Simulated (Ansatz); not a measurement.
Mulliken charges of C₃H₅ClO (`OC/C=C/Cl`) from ωB97M-V/def2-TZVPP in Ansatz (PBE0-D4/def2-TZVP geometry).

```
atom   x (Å)   y (Å)   z (Å)  charge (e)
  O1  -1.584  -0.764   0.988      -0.314
  C2  -0.319  -0.932   0.379       0.033
  C3   0.433   0.354   0.282      -0.186
  C4   0.833   0.849  -0.878      -0.044
 Cl5   1.693   2.329  -1.039      -0.061
  H6  -2.068  -0.103   0.485       0.170
  H7   0.221  -1.634   1.021       0.095
  H8  -0.406  -1.394  -0.613       0.077
  H9   0.626   0.891   1.205       0.120
 H10   0.655   0.354  -1.826       0.110
```

Problem. By hand: the dipole of these point charges (1 e Å = 4.8032 D).

Solution. Σ q r = (0.052, -0.170, -0.172) e Å, of length 0.247 e Å = 1.19 D.

Problem. How does the dipole of the full density compare? (Best estimate.)

Solution. Ansatz gave: (-0.045, -0.081, -0.204) e Å, 1.08 D; the point charges give 1.10 times that, at 33° from its direction.

Point charges leave out the atoms' own dipoles, such as those of lone pairs, and Mulliken's split depends on the basis, so the two needn't agree.
